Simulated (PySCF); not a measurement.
Cartesian coordinates in Å; atom numbers follow the order of the lines, from 1:
```xyz
13

C    -0.458   -0.134    1.266
C     0.529   -0.916    0.844
C     0.962   -0.570   -0.551
C    -0.168    0.350   -1.044
C    -0.856    0.875    0.228
H    -0.905   -0.175    2.252
H     1.005   -1.689    1.436
H     1.931   -0.054   -0.532
H     1.094   -1.449   -1.187
H     0.189    1.151   -1.694
H    -0.884   -0.241   -1.620
H    -1.939    0.966    0.112
H    -0.491    1.871    0.508
```

Geometry: PBE0-D3(BJ)/def2-TZVP; GIAO shifts from PySCF 2.14.0 with density-fitted response routines, gas phase, non-relativistic, averaged over equivalent atoms.

At B97-2/pcSseg-2 (292 basis functions):
```json
{"atoms": "C1/C2", "δ (ppm)": "140.7"}
{"atoms": "C3/C5", "δ (ppm)": "37.5"}
{"atoms": "C4", "δ (ppm)": "27.6"}
{"atoms": "H6/H7", "δ (ppm)": "6.10"}
{"atoms": "H8/H9/H12/H13", "δ (ppm)": "2.46"}
{"atoms": "H10/H11", "δ (ppm)": "1.88"}
```

Referencing at the same level of theory: 13C (σref 185.38) and 1H (σref 31.64) vs TMS.

Predict the values at PBE0/pcSseg-2 on the same geometry.

## Answers


```json
{"atoms": "C1/C2", "δ at PBE0/pcSseg-2": "143.8", "change": "+3.1"}
{"atoms": "C3/C5", "δ at PBE0/pcSseg-2": "37.4", "change": "-0.1"}
{"atoms": "C4", "δ at PBE0/pcSseg-2": "27.2", "change": "-0.4"}
{"atoms": "H6/H7", "δ at PBE0/pcSseg-2": "6.14", "change": "+0.04"}
{"atoms": "H8/H9/H12/H13", "δ at PBE0/pcSseg-2": "2.47", "change": "+0.01"}
{"atoms": "H10/H11", "δ at PBE0/pcSseg-2": "1.89", "change": "+0.01"}
```

Chemical shifts δ = σref − σ; 13C (186.03 ppm) and 1H (31.52 ppm) vs TMS, all at this level.

The largest change is at C1/C2 (alkene CH). Cost: 292 basis functions. The order of the carbon signals is the same at both levels.
